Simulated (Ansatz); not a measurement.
# C₂H₂ (triplet): the correlation ladder, cc-pVTZ

One table from this session's results is given with a row withheld; the runs are named, their logs left out.

Method: cc-pVTZ, core rule «outside noble gas», up to 2 orbitals frozen; program: Ansatz 0.2.0, Gaussian basis.

To be run: UHF; CCSD(T) on ROHF; CCSD(T) on UHF; BCCD(T) on ROHF; CCSDT(Q) on ROHF; CCSDT(Q) on UHF; CASSCF and MRCISD+Q, 10 electrons in 10 orbitals; CASSCF and NEVPT2, 10 electrons in 10 orbitals.

3 further runs of the same task are left out: 3 set aside as unsound or not needed. Runs told in other sessions of the task aren't counted.

### The system

The geometry is a PBE0/def2-TZVP stationary point (not a proven minimum) of the parent state, kept for this charge and spin.

4 atoms, charge 0, spin multiplicity 3.

Atoms are counted from 1 here; the program's logs count them from 0.

Bond lengths: C1–C2 1.197 Å, C1–H3 1.065 Å, C2–H4 1.065 Å. Angles: C2–C1–H3 180.0°, C1–C2–H4 180.0°.

The first run:

The input, in.yaml:

```yaml
crystal:
  periodic: [false, false, false]
  atoms:
    - {symbol: C, position_ang: [0.000000, 0.000000, 0.598483]}
    - {symbol: C, position_ang: [0.000000, 0.000000, -0.598483]}
    - {symbol: H, position_ang: [0.000000, 0.000000, 1.663170]}
    - {symbol: H, position_ang: [0.000000, 0.000000, -1.663170]}
basis:
  gaussian: {orbitals: cc-pVTZ}
magnetization: {spin_polarized: true, initial_magnetization: 2}
hamiltonian: {xc: hf}
output: {orbitals: {seedname: orbitals}}
```

Started as:

```console
$ ansatz run in.yaml --threads 1 --pin off --events-out ev --progress --plain --max-ram 4096MiB --backend cpu
```

Among the steps run: UHF; CCSD(T) on ROHF; CCSD(T) on UHF; BCCD(T) on ROHF; CCSDT(Q) on ROHF; CCSDT(Q) on UHF; CASSCF and MRCISD+Q, 10 electrons in 10 orbitals; CASSCF and NEVPT2, 10 electrons in 10 orbitals.

One table of the session follows, with a row left open; its other results are not shown here.

```
          method  from RCCSDT(Q) (meV)
            ROHF                     ?
             UHF               +8439.2
            RMP2               +1518.2
            UMP2               +1548.5
           RCCSD                +745.2
           UCCSD                +743.7
        RCCSD(T)                +388.6
        UCCSD(T)                +396.0
         BCCD(T)                +393.5
          RCCSDT                +103.5
          UCCSDT                +109.8
       RCCSDT(Q)                     0
       UCCSDT(Q)                  +2.5
  CASSCF valence               +5678.0
  NEVPT2 valence               +1097.1
  MRCISD valence                +455.9
MRCISD+Q valence                +127.5
```

**Question.** Estimate the row for ROHF.

The run gave: from RCCSDT(Q) (meV): +8672.6. In the column «from RCCSDT(Q) (meV)» it is the highest.

The program flags RCCSDT(Q), UCCSDT(Q) as in doubt (see the logs), so the zero of the table is itself unsure.

To keep in mind: The report flags that the cluster equations may have other roots. The program flags RCCSDT(Q), UCCSDT(Q) as in doubt, so the zero of the table is itself unsure. Restricted and unrestricted rows rest on different reference determinants; a gap between their highest levels can come from leftover correlation error, from unlike frozen cores or from another state.
